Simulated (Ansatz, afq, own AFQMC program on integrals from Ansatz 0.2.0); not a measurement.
**GeH4, singlet: a scan with AFQMC**

```xyz
5

Ge    0.0000    0.0000    0.0000
H     0.8843    0.8872    0.8860
H    -0.8879   -0.8840    0.8857
H    -0.8838    0.8845   -0.8892
H     0.8874   -0.8877   -0.8825
```

All coordinates are scaled about the centre. Energies in eV count from this geometry (1.000) at the same level; the start stands on RHF, each point on the determinant named.

Basis cc-pVDZ. Noble-gas cores (and the filled d shells of Ga–Kr and In–Xe) are frozen. Integrals, coupled cluster, full CI and functionals: Ansatz 0.2.0; the random walks run on the same integrals in our own AFQMC program. ph-AFQMC/CISD is guided by a CISD state made of CCSD amplitudes; releasing the constraint for a short imaginary time cuts its bias at the price of noise, slowly where states lie close. ± is one standard error of the sampling. No spin–orbit coupling.

Cautions, each for one point or more: cluster runs in doubt by the program's own checks; higher spins were not checked; inner d shell frozen; no relativity below Rb; no spin-orbit coupling; restricted determinant unstable towards unrestricted; strong correlation; the ph-AFQMC/CISD walk drifts between its halves.

```
scale of all distances  det.     T1  weight  r2SCAN    MP2  CCSD(T)
                 0.869   RHF  0.008    0.93   1.885  2.049    2.110
                 1.322   RHF  0.017    0.85   4.294  4.651    4.231
                 1.511   RHF  0.024    0.77  7.590§  8.344    7.386
```

Q: Estimate the curve of CCSDT(Q), counted from the same start.

A: 
| scale of all distances | det. | T1 | weight | CCSDT(Q) | ph-AFQMC/CISD | released AFQMC |
| --- | --- | --- | --- | --- | --- | --- |
| 0.869 | RHF | 0.008 | 0.93 | 2.114 | 2.120 ± 0.005 | 2.115 ± 0.006* |
| 1.322 | RHF | 0.017 | 0.85 | 4.192 | 4.171 ± 0.017 | 4.204 ± 0.020* |
| 1.511 | RHF | 0.024 | 0.77 | 7.269 | 7.374 ± 0.025 | 7.312 ± 0.022* |

Weight is that of the determinant in the CISD state; at the start T1 is 0.009 and the weight 0.92. An asterisk marks released energies that aren't shown to be converged. § marks a functional whose ⟨S²⟩ is too high by over 0.1. Largest departures from CCSDT(Q), at the points where its series has closed: CCSD(T) 0.040 eV at 1.322 (on RHF), ph-AFQMC/CISD -0.021 eV at 1.322 (on RHF) (within the noise), r2SCAN -0.229 eV at 0.869, MP2 0.459 eV at 1.322 (on RHF). Functionals count only at points shown to share the start's state and spin. In this small basis the wave-function levels are far from their limit, so their gap to the functionals isn't the functionals' error.

CCSDT and higher add their correlation energy to the determinant of the CCSD(T) run, since their own runs factorise the integrals more tightly (a shift of under 2 meV). A walk keeps the symmetry of its determinant, which the program's search chose and which needn't be the lowest solution, so a lower state of the same spin and another symmetry isn't excluded.
